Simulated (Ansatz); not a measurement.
# FH4NSi: the cost of one run

Program: the Python package of Ansatz 0.2.0. The levels of theory stand in the script. These are calculated values, not measurements.

### 1 The system

Bond lengths: N1–Si2 1.636 Å, Si2–F3 1.599 Å, N1–H4 0.998 Å, N1–H5 1.036 Å, Si2–H6 1.486 Å, Si2–H7 1.501 Å. Angles: N1–Si2–F3 103.0°, N1–Si2–H6 109.2°, N1–Si2–H7 108.4°, F3–Si2–H6 111.4°, F3–Si2–H7 111.2°, H6–Si2–H7 113.1°, Si2–N1–H4 109.1°, Si2–N1–H5 110.1°, H4–N1–H5 107.4°.

The script holds or builds the structure itself.

### 2 The code

composite_fh4nsi.py

```python
'''A composite energy for FH4NSi: DFT geometry, MP2 basis limit, coupled-cluster correction.'''

import itertools
import logging
import sys

import ansatz as az
from ase import Atoms
from ase.data import atomic_numbers, covalent_radii
import numpy as np

logging.basicConfig(stream=sys.stdout, format='[%(levelname)s] %(message)s')
logger = logging.getLogger('fh4nsi')
logger.setLevel(logging.INFO)


def main() -> None:
    atoms = Atoms(['N', 'Si', 'F', 'H', 'H', 'H', 'H'], positions=[
        [-0.6917, 0.4615, -0.6162],
        [0.5305, -0.0339, 0.3525],
        [0.1918, -1.5766, 0.5992],
        [-0.6813, -0.0776, -1.4555],
        [-1.6029, 0.2956, -0.1524],
        [0.492, 0.7385, 1.6215],
        [1.8228, 0.1246, -0.3948],
    ])
    system = az.Crystal.molecule_from_ase(atoms)

    calc = system.calculation()
    calc = calc.basis(gaussian='def2-SVP').functional('pbe0', dispersion='d3bj')
    symbols = [site.symbol for site in system.cartesian_sites]
    start = np.array([site.position_ang for site in system.cartesian_sites], dtype=float)
    rep = calc.relax(force_tolerance=0.01, max_steps=100).run(threads=1).report
    end = np.array(rep['positions_ang'])
    # pairs closer than 1.2 times the sum of covalent radii, before or after
    radius = [covalent_radii[atomic_numbers[s]] for s in symbols]
    span = lambda where, i, j: np.linalg.norm(where[i] - where[j])
    bonded = [(i, j) for i, j in itertools.combinations(range(len(symbols)), 2) if min(span(start, i, j), span(end, i, j)) < 1.2 * (radius[i] + radius[j])]
    logger.info('pair        before    after (A)')
    for i, j in bonded:
        print(f'{symbols[i]}{i}-{symbols[j]}{j}'.ljust(10), f'{span(start, i, j):8.4f} {span(end, i, j):8.4f}')

    minimum = az.Crystal.molecule()
    for symbol, place in zip(symbols, end):
        minimum = minimum.atom(symbol, place.tolist())
    at_minimum = minimum.calculation()
    # MP2 extrapolated to the basis limit, plus the small-basis difference CCSD(T) - MP2
    level = lambda method, basis: at_minimum.basis(gaussian=basis).correlation(method).run(threads=1).report
    small, large, cluster = level('mp2', 'cc-pVDZ'), level('mp2', 'cc-pVTZ'), level('ccsd_t', 'cc-pVDZ')
    corr = lambda each: (each['free_energy_ev'] - each['reference_energy_ev']) / 27.211386246
    mp2_limit = (27 * corr(large) - 8 * corr(small)) / 19
    pieces = {'HF / cc-pVTZ': large['reference_energy_ev'] / 27.211386246, 'MP2 correlation, DZ-TZ limit': mp2_limit, 'CCSD(T) - MP2 / cc-pVDZ': corr(cluster) - corr(small)}
    for name, value in pieces.items():
        logger.info(f'{name:32s} {value:14.6f} Ha')
    logger.info(f'{"sum":32s} {sum(pieces.values()):14.6f} Ha')
    print('T1 diagnostic', round(cluster['correlation']['coupled_cluster']['t1_diagnostic'], 4))


if __name__ == '__main__':
    main()
```

### 3 The input behind the calls

The package turns the script's settings into the engine's input (first run):

```yaml
crystal:
  periodic: [false, false, false]
  atoms:
    - { symbol: "N", position_ang: [-0.6917, 0.4615, -0.6162] }
    - { symbol: Si, position_ang: [0.5305, -0.0339, 0.3525] }
    - { symbol: F, position_ang: [0.1918, -1.5766, 0.5992] }
    - { symbol: H, position_ang: [-0.6813, -0.0776, -1.4555] }
    - { symbol: H, position_ang: [-1.6029, 0.2956, -0.1524] }
    - { symbol: H, position_ang: [0.492, 0.7385, 1.6215] }
    - { symbol: H, position_ang: [1.8228, 0.1246, -0.3948] }
basis:
  gaussian:
    orbitals: def2-SVP
hamiltonian:
  xc: pbe0
  dispersion: d3bj
relax:
  f_tol: 0.01
  max_steps: 100
```

### 4 The run

Launch:

```console
> python composite_fh4nsi.py
```

**Question.** How long does this script take on 1 thread of Arm Neoverse V2, shared host, and how much memory does it need?

About 16 s, with a peak of 0.3 GiB.
